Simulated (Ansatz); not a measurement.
This script drives the Python package of Ansatz (0.2.0).

Script `run_relaxed_scan.py`:
```python
"""One bond of C2H4N held at set lengths while the rest relaxes."""

import ansatz as az
import numpy as np


def main() -> None:
    geometry_ang = [
        ("C", (-0.8716, 0.2863, -0.3849)),
        ("C", (0.2682, 0.0307, 0.1353)),
        ("N", (0.8146, -1.1747, 0.2372)),
        ("H", (-1.467, -0.4495, -0.8042)),
        ("H", (-1.2782, 1.343, -0.4513)),
        ("H", (0.8135, 0.921, 0.5114)),
        ("H", (1.7818, -1.0248, 0.7108)),
    ]
    c2h4n = az.Crystal.molecule()
    for symbol, xyz in geometry_ang:
        c2h4n = c2h4n.atom(symbol, xyz)

    setup = (
        c2h4n.calculation()
        .basis(gaussian="def2-SVP")  # atom-centred Gaussian functions
        .functional("pbe0", dispersion="d3bj")
        .spin("collinear", total=1)
    )
    symbols = [site.symbol for site in c2h4n.cartesian_sites]
    pairs = [(0, 1), (0, 3), (0, 4), (1, 2), (1, 5), (2, 6)]
    print("held (A)   E (eV)        ", "  ".join(f"{symbols[i]}{i}-{symbols[j]}{j}" for i, j in pairs))
    for length in [1.04, 1.13, 1.22, 1.36, 1.53]:
        report = setup.relax(constraints=[az.DistanceConstraint((0, 4), at=length)], force_tolerance=0.02, max_steps=60).run(threads=1, pin="off").report
        xyz = np.array(report["positions_ang"])
        print(f"{length:6.2f} {report['free_energy_ev']:14.5f}  ", "  ".join(f"{np.linalg.norm(xyz[i] - xyz[j]):.3f}" for i, j in pairs))


if __name__ == "__main__":
    main()
```

It is started by `python run_relaxed_scan.py`. Estimate its wall time and peak memory on 1 thread of Arm Neoverse V1, with other jobs on the host.

It took about 100 s, with a peak of 0.21 GiB, for 5 runs of the engine.

```console
$ python run_relaxed_scan.py
held (A)   E (eV)         C0-C1  C0-H3  C0-H4  C1-N2  C1-H5  N2-H6
DeckWarning: relax.constraints: the input's atoms, or those drawn, lie off the distances that are held; a relaxation that starts there is brought onto them ahead of its first SCF, by positions alone, an atom by 4.71e-2 Å at the most. With the symmetry [...]
  1.04    -3620.20390   1.402  1.093  1.040  1.309  1.106  1.025
  1.13    -3620.23237   1.401  1.093  1.130  1.309  1.106  1.025
  1.22    -3620.02323   1.401  1.093  1.220  1.308  1.105  1.025
  1.36    -3619.45067   1.400  1.093  1.360  1.309  1.105  1.024
  1.53    -3618.60476   1.398  1.092  1.530  1.309  1.104  1.025
```
(Warnings from the package without file and line, shortened, repeats left out.)

Caveats:
- Total energies depend on the basis set; only differences at equal settings carry meaning.
- The energies are electronic: no zero-point or thermal terms, and the basis set is short of its limit.
- The run takes the species as open-shell (spin multiplicity 2), which needn't be its ground state.
